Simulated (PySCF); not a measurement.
# Dipole moment and polarisability of `CSC[C@@H](C)S`

Species: C4H10S2.
Structure used (GFN2-xTB), in Å, numbered top down from 1:
```xyz
16
C4H10S2 angstrom
C      2.248   -0.741   -1.030
S      1.727   -0.307    0.653
C      0.382    0.870    0.290
C     -0.879    0.189   -0.214
C     -1.508   -0.724    0.822
S     -2.070    1.476   -0.767
H      1.478   -1.325   -1.525
H      2.463    0.167   -1.588
H      3.149   -1.336   -0.929
H      0.755    1.594   -0.435
H      0.190    1.378    1.236
H     -0.667   -0.363   -1.132
H     -2.396   -1.204    0.417
H     -1.790   -0.157    1.707
H     -0.794   -1.490    1.117
H     -2.297    1.983    0.443
```

Level: CAM-B3LYP/def2-SVPD (PySCF), static field, nuclei fixed, core orbitals frozen in the response. The polarisability tensor in these axes (au):

```
x   105.32 -12.61   0.34
y   -12.61  87.65  -2.57
z     0.34  -2.57  84.22
```

Problem. Diagonalise the tensor; give its mean and Δα, where Δα² is half the sum of the squared differences of the eigenvalues.

Solution. Principal values 80.00, 85.23 and 111.96 au; mean 92.40 au = 13.69 Å³ = 15.23 × 10⁻⁴⁰ C²·m²/J; Δα = 29.70 au (32 % of the mean).

Problem. What is the dipole moment, and where does it point?

Solution. (0.37, -0.49, -0.32) D, 0.69 D in size, pointing from the negative to the positive side. Measured along this direction, the outermost atoms are H16 at the negative end and H9 at the positive end.

Problem. What are the principal values of the traceless quadrupole moment, Θ = ½Σq(3rr − r²1), about the centre of nuclear charge?

Solution. -12.25, -0.02, 12.26 D·Å. The values depend on the origin, since the dipole doesn't vanish. The electronic extent ⟨r²⟩ about the same centre is 1195 bohr², a root-mean-square distance of 2.25 Å for the 66 electrons.

Problem. Along which axes do the principal values lie, and how far do the nuclei extend along each?

Solution. Largest value along (0.88, -0.46, 0.05), where the nuclei span 6.28 Å; middle along (-0.25, -0.38, 0.89), 4.13 Å; least along (0.39, 0.80, 0.46), 3.45 Å. The response follows the extents in order.

Problem. How large is μ²/3kT at 350 K beside α?

Solution. In Gaussian units μ²/3kT = 3.26 Å³ against 13.69 Å³, a ratio of 0.24; the Debye molar polarisation (4π/3)N_A(α + μ²/3kT) is 42.8 cm³/mol, leaving out the vibrational part.

Problem. Molar refractivity from α?

Solution. Lorentz–Lorenz: R = (4π/3)N_A α = 2.5225 cm³/(mol·Å³) × 13.69 Å³ = 34.5 cm³/mol, in the limit of long wavelengths.

Isolated species at its GFN2-xTB geometry (one conformer only).

The run behind these numbers computed excited states as well. On one thread, Arm Neoverse N1 (aarch64), shared host, this took 80 s of wall time (with the writing of density and orbital grids) and 0.94 GiB of memory at its peak.
